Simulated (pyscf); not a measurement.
O=B–OH (SMILES O=BO) + CH₄ (SMILES C) → H₃C–B(OH)–OH (SMILES CB(O)O) (addition across a multiple bond or ene-type step; singlet surface; C–H broken, B–C, H–O formed). Single points on ωB97X-D3(BJ)/def2-SVP structures (PySCF, gas phase). MP2 and CC: frozen core, UHF for open shells. ΔMP2 is the change of the MP2 total energy from the triple- to the quadruple-zeta basis. Energies in eV from the separated reactants.

| level | barrier | reaction energy |
|---|---|---|
| ωB97X-D3(BJ)/def2-TZVP | 1.93 | -1.12 |
| r²SCAN/def2-TZVP | 1.73 | -1.08 |
| ωB97M-D3(BJ)/def2-TZVP | 1.94 | -1.05 |
| HF/def2-TZVP | 2.75 | -0.96 |
| MP2/def2-QZVPP | 1.93 | -1.03 |
| CCSD(T)/def2-TZVPP | 2.00 | -1.08 |
| CCSD(T)/def2-TZVPP + ΔMP2(QZVPP) | 1.99 | -1.08 |

Of the functionals in the table, ωB97M-D3(BJ) is closest to CCSD(T)/def2-TZVPP + ΔMP2(QZVPP) in the barrier (0.05 eV apart) and r²SCAN least close (0.26 eV); that level has limits of its own. On the product side the descent ends in a point that may be a rotor saddle (no frequency run), 0.09 eV over the lowest minimum found and 2.96 eV under the saddle at ωB97X-D3(BJ)/def2-TZVP. This is the saddle that the search found; another between the same sides may lie lower. The CCSD(T) − MP2 part came from Ansatz, without density fitting, on the same reference.
